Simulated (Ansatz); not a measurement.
System: hcp Zr. Method: r²SCAN in Ansatz (PAW).

Settings: plane-wave cutoff 600 eV, 24×24×12 k mesh (along the axes of the cell as run), Fermi–Dirac smearing 0.039 eV (set by the program), scalar-relativistic PAW data made under PBE.

Cell (measured lattice):

```cif
data_Zr2
_chemical_formula_sum 'Zr2'
_space_group_name_H-M_alt 'P 1'
_space_group_IT_number 1
_cell_length_a 3.23220
_cell_length_b 3.23220
_cell_length_c 5.14790
_cell_angle_alpha 90.000
_cell_angle_beta 90.000
_cell_angle_gamma 120.000
loop_
_space_group_symop_operation_xyz
  'x, y, z'
loop_
_atom_site_label
_atom_site_type_symbol
_atom_site_fract_x
_atom_site_fract_y
_atom_site_fract_z
_atom_site_occupancy
Zr1 Zr 0.66667 0.33333 0.75000 1
Zr2 Zr 0.33333 0.66667 0.25000 1
```

What does this level give for the elastic constant C66, Poisson ratio, Voigt–Reuss–Hill bulk modulus, elastic constant C11, elastic constant C12, elastic constant C13, elastic constant C33 and elastic constant C44?


- elastic constant C66 = 44.7 GPa
- Poisson ratio = 0.317
- Voigt–Reuss–Hill bulk modulus = 97.8 GPa
- elastic constant C11 = 157 GPa
- elastic constant C12 = 67.3 GPa
- elastic constant C13 = 65.9 GPa
- elastic constant C33 = 169 GPa
- elastic constant C44 = 33.9 GPa

Measured, for comparison: elastic constant C11 155 GPa, elastic constant C12 67.2 GPa, elastic constant C13 64.6 GPa, elastic constant C33 172 GPa, elastic constant C44 36.3 GPa (4 K, zero-point motion not removed; as tabulated in Clouet (2012), arXiv:1210.1082). Computed (rounded) less measured: elastic constant C11 +1 %, elastic constant C12 +0.1 %, elastic constant C13 +2 %, elastic constant C33 -2 %, elastic constant C44 -7 %.

Note: the cell isn't this level's own, so it is under some stress, which shifts stiffness and frequencies.

Elastic constants are with the ions relaxed.

Computed values are for the static lattice.

Ansatz is a program for electronic structure.
